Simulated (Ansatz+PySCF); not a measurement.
Values are calculated unless marked as measured or tabulated.
## PySCF 2.14.0 run

```python
from pyscf import gto, scf, cc

mol = gto.M(atom="""
O 0.000000 0.000000 0.000000
F 0.000000 0.000000 1.600000
""", basis='sto-3g', charge=0, spin=1)
mf = scf.UHF(mol)
mf.kernel()
mycc = cc.CCSD(mf, frozen=2).run()
et = mycc.ccsd_t()
print(mf.e_tot, mycc.e_corr, et, mycc.e_tot + et)
```

The script is written out from the run's settings.

The run gave:

```
Converged                       : yes
Reference energy                : -171.73315 hartree
CCSD correlation energy         : -0.10874 hartree
Triples correction              : -0.00073 hartree
Total energy                    : -171.84262 hartree
Spin squared of the determinant : 0.762
```

This is not the lowest solution: another run reaches a determinant 1.54 eV lower. Caution: bonds are stretched, where a single reference can fail.
